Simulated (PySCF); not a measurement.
## What builds the first ionisation energy along the third row

Calculated with PySCF 2.14 from differences of total energies of unrestricted determinants, without spin-orbit coupling. Each column adds one step, in eV (sums use unrounded values): valence MP2, valence CCSD, valence triples, then the next inner shell at CCSD(T) (Mg 2s 2p, Al 2s 2p, Si 2s 2p, P 2s 2p, S 2s 2p, Cl 2s 2p, Ar 2s 2p). References (NIST) marked * lie between the lowest fine-structure levels; the others compare directly ((s) semi-empirical, (t) theoretical).

```
                                                     element     UHF  + MP2  + CCSD  + (T)  + inner shell     sum  reference
        Mg [Ne] 3s2 → [Ne] 3s1 (x2c-QZVPPall, spin-free X2C)   6.615  0.643   0.277  0.000          0.083   7.618      7.646
    Al [Ne] 3s2 3p1 → [Ne] 3s2 (x2c-QZVPPall, spin-free X2C)   5.600  0.243   0.082  0.035         -0.023   5.937      5.977
 P [Ne] 3s2 3p3 → [Ne] 3s2 3p2 (x2c-QZVPPall, spin-free X2C)   9.893  0.613  -0.074  0.053         -0.005  10.480     10.526
 S [Ne] 3s2 3p4 → [Ne] 3s2 3p3 (x2c-QZVPPall, spin-free X2C)   9.219  0.850   0.113  0.044          0.005  10.231     10.336
Cl [Ne] 3s2 3p5 → [Ne] 3s2 3p4 (x2c-QZVPPall, spin-free X2C)  11.746  1.083  -0.027  0.054          0.005  12.860     12.974
        Ar [Ar] → [Ne] 3s2 3p5 (x2c-QZVPPall, spin-free X2C)  14.530  1.270  -0.167  0.059          0.005  15.696     15.819
```

Q: Estimate the missing row, Si [Ne] 3s2 3p2 → [Ne] 3s2 3p1 (x2c-QZVPPall, spin-free X2C).

A: The calculation gives UHF 7.626; + MP2 0.436; + CCSD 0.017; + (T) 0.045; + inner shell -0.012; sum 8.113. The reference value is 8.157.

What remains against the references is mostly basis incompleteness.

These are valence bases, so the inner-shell step is incomplete.
